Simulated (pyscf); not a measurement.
H₃C–ZnH + H₂S -> CH₄ + HS–ZnH, a four-centre exchange (singlet surface; C–Zn, H–S broken, C–H, S–Zn formed). Optimised with ωB97X-D3(BJ)/def2-SVP in PySCF. Energies in kJ/mol from the separated reactants.

AM1 to PM7: differences of heats of formation from MOPAC, which are fitted to 298 K values and so differ in kind from electronic energies by zero-point and thermal terms. 

Problem. In single points PM3 puts the saddle at -58.0 kJ/mol and the reaction energy at -117.5 kJ/mol. Should these be trusted to within a few kcal/mol? Compare with ωB97M-D3(BJ)/def2-TZVP.

Solution. ωB97M-D3(BJ)/def2-TZVP gives ΔE‡ = 81.3 kJ/mol and ΔE = -119.4 kJ/mol. PM3 lies 139.3 kJ/mol under it in the barrier and 1.9 kJ/mol over it in the reaction energy, so on this step it does not hold to within 12.6 kJ/mol. At PM3 this geometry lies under one side, so its ΔE‡ may be no barrier of that level. ωB97M-D3(BJ)/def2-TZVP has limits of its own. On the reactant side the descent ends in a complex, 25.2 kJ/mol under the separated species and 95.4 kJ/mol under the saddle at ωB97X-D3(BJ)/def2-TZVP. At ωB97X-D3(BJ)/def2-TZVP the barrier from the zero used here is 70.1 kJ/mol. This is the saddle that the search found; another between the same sides may lie lower. In the def2 sets elements up to Kr have no core potential.
